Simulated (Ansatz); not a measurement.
# B2+ (quartet): the correlation ladder, def2-QZVPP

An exercise on one series of results from a longer session: the logs are not shown, and one member is left open.

The runs use Ansatz 0.2.0, Gaussian basis; def2-QZVPP, core rule «outside noble gas», up to 2 orbitals frozen.

To be run: UHF; ROHF; CCSD(T) on UHF.

2 further runs of the same task are left out: 2 set aside as unsound or not needed.

### The geometry

The geometry is a PBE0/def2-TZVP stationary point (not a proven minimum) of the parent state, kept for this charge and spin.

2 atoms, charge 1, spin multiplicity 4.

Atoms are counted from 1 here; the program's logs count them from 0.

Bond lengths: B1–B2 1.562 Å.

Coordinates:

```csv
atom,x (Å),y (Å),z (Å)
B1,0.0000,0.0000,0.0000
B2,0.0000,0.0000,1.5618
```

Set-up of the first run:

Input file in.yaml:

```yaml
crystal:
  periodic: [false, false, false]
  atoms:
    - {symbol: B, position_ang: [0.000000, 0.000000, 0.000000]}
    - {symbol: B, position_ang: [0.000000, 0.000000, 1.561787]}
basis:
  gaussian: {orbitals: "def2-QZVPP.json"}
total_charge: 1
magnetization: {spin_polarized: true, initial_magnetization: 3}
hamiltonian: {xc: hf}
output: {orbitals: {seedname: orbitals}}
```

Launch:

```sh
$ ansatz run in.yaml --threads 1 --pin off --events-out ev --progress --plain --max-ram 2393MiB
```

Steps of the session up to this table: UHF; ROHF; CCSD(T) on UHF.

One table of the session follows, with a row left open; its other results are not shown here.

| method | from UCCSD(T) (meV) |
| --- | --- |
| ROHF | +2520.6 |
| UHF | +2475.5 |
| UMP2 | ? |
| UCCSD | +83.9 |
| UCCSD(T) | 0 |

Q: Estimate the row for UMP2 from the others.

**Answer.** from UCCSD(T) (meV): +569.9. In the column «from UCCSD(T) (meV)» it lies between UCCSD (+83.9) and UHF (+2475.5).
